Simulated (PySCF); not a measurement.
Task: Write Cartesian coordinates for InChI=1S/C5H11F/c1-3-4-5(2)6/h5H,3-4H2,1-2H3/t5-/m1/s1 as optimised with GFN2-xTB.

Result: 
```xyz
17
C5H11F angstrom
C      2.5124    0.0336   -0.2516
C      1.2937   -0.1190    0.6493
C     -0.0099    0.0691   -0.1257
C     -1.2365   -0.0759    0.7701
C     -2.5461    0.1494    0.0295
F     -1.2527   -1.3568    1.3028
H      3.4270   -0.1074    0.3192
H      2.4910   -0.7025   -1.0523
H      2.5367    1.0257   -0.6981
H      1.2949   -1.1117    1.1033
H      1.3422    0.6166    1.4561
H     -0.0335    1.0620   -0.5784
H     -0.0684   -0.6727   -0.9250
H     -1.1591    0.5953    1.6364
H     -2.5786    1.1610   -0.3643
H     -3.3859    0.0024    0.7045
H     -2.6343   -0.5572   -0.7925
```

Any rigid rotation of these coordinates is as good. Atoms count from 1 in this order. Of the pairs four or more bonds apart, F6···H10 is among the closest relative to their van der Waals radii: 2.57 Å, 96 % of the sum of Bondi's values.

Bonds between heavy atoms (Å): C1–C2 1.523, C2–C3 1.528, C3–C4 1.526, C4–C5 1.521, C4–F6 1.387.

Structure optimised with GFN2-xTB, isolated species.

Point group: C1 (no symmetry element, even within 0.4 Å). GFN2-xTB frequencies: not computed here. One conformer, not necessarily the lowest (C1–C2–C3–C4 180°, C2–C3–C4–C5 178°).
